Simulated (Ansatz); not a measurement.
System: fcc Cu. Method: r²SCAN in Ansatz (PAW).

Settings: plane-wave cutoff 600 eV, 16×16×16 k mesh, Fermi–Dirac smearing 0.1 eV, finite displacements, force constants from a 4×4×4 q mesh, no spin polarisation, scalar-relativistic PAW data made under PBE.

Computed at the level's own relaxed cell. Harmonic vibrational thermodynamics at fixed volume:

| T (K) | S_vib (J/K per mol of atoms) | C_V (J/K per mol of atoms) | F_vib (eV/atom) |
|---|---|---|---|
| 0 | 0.00 | 0.00 | 0.0319 |
| 200 | 22.63 | 21.84 | 0.0117 |
| 300 | 31.86 | 23.49 | -0.0168 |
| 400 | 38.71 | 24.11 | -0.0535 |
| 500 | 44.12 | 24.40 | -0.0966 |
| 900 | 58.60 | 24.77 | -0.3124 |
| 1000 | 61.21 | 24.81 | -0.3745 |

The crystal is taken as a harmonic solid at every temperature: melting, phase changes and thermal expansion are not seen, nor the electrons' share in a metal.

Ansatz is a program for electronic structure.
